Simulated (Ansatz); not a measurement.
C₂H₅NS (`C/N=C/S`), relaxed with RKS PBE0-D4/def2-TZVP in the Gaussian-basis code of Ansatz from a PBE-D4/def2-SVP geometry. The force threshold is 0.005 eV/Å; the program also tests the step.

The species carries charge 0 and has multiplicity 1.

Start:

```xyz
9

C    -0.555   -1.353   -0.299
N    -0.045   -0.089   -0.770
C     0.318    0.779    0.085
S     0.955    2.349   -0.442
H    -0.588   -1.454    0.815
H    -1.581   -1.512   -0.695
H     0.063   -2.182   -0.706
H     0.269    0.635    1.195
H     1.164    2.826    0.816
```

Task: By how much does the energy fall, and how many steps does the optimiser take? (Estimate.)

Result: The calculation gave: 0.05 eV, in 7 steps.

Task: Which bonds change most? (Estimate.)

Result: Computed: C3–H8 from 1.120 to 1.099 Å; C3–S4 from 1.775 to 1.754 Å; S4–H9 from 1.362 to 1.341 Å; C1–H5 from 1.119 to 1.100 Å.

Task: Give the relaxed structure. (Estimate.)

Result: Computed: 
```xyz
9

C    -0.551   -1.343   -0.293
N    -0.041   -0.085   -0.769
C     0.314    0.767    0.081
S     0.945    2.322   -0.430
H    -0.574   -1.422    0.804
H    -1.563   -1.491   -0.679
H     0.063   -2.155   -0.692
H     0.260    0.613    1.168
H     1.148    2.793    0.809
```
